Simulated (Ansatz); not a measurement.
C₂H₂. The state is a triplet with charge 0. Geometry PBE-D4/def2-TZVP; atoms count from 1.

```xyz
4

C    -0.0634   -0.3668    0.5539
C     0.0633    0.3668   -0.5538
H     0.4883   -1.2323    0.9296
H    -0.4883    1.2323   -0.9297
```

At PBE0-D4/def2-TZVP a singlet of charge 0 lies 3.99 eV below the triplet, each at its own geometry. The structure comes from a short search, and lower isomers may exist.

Q: Estimate the Mulliken populations from the PBE0/def2-TZVP orbitals of Ansatz.

A: 
```csv
atom,charge (e),spin (α − β)
C1,-0.16,0.97
C2,-0.16,0.97
H3,0.16,0.03
H4,0.16,0.03
```
Mulliken values and Mayer orders depend strongly on the basis.

Q: Where does the spin sit?

A: Summed by element: C 1.94, H 0.06, of 2 unpaired in all. Largest on single atoms: C2 0.97, C1 0.97, H3 0.03.

Q: And the Mayer bond orders between bonded heavy atoms (over 0.3)?

A: C1–C2 1.99 (1.33 Å).
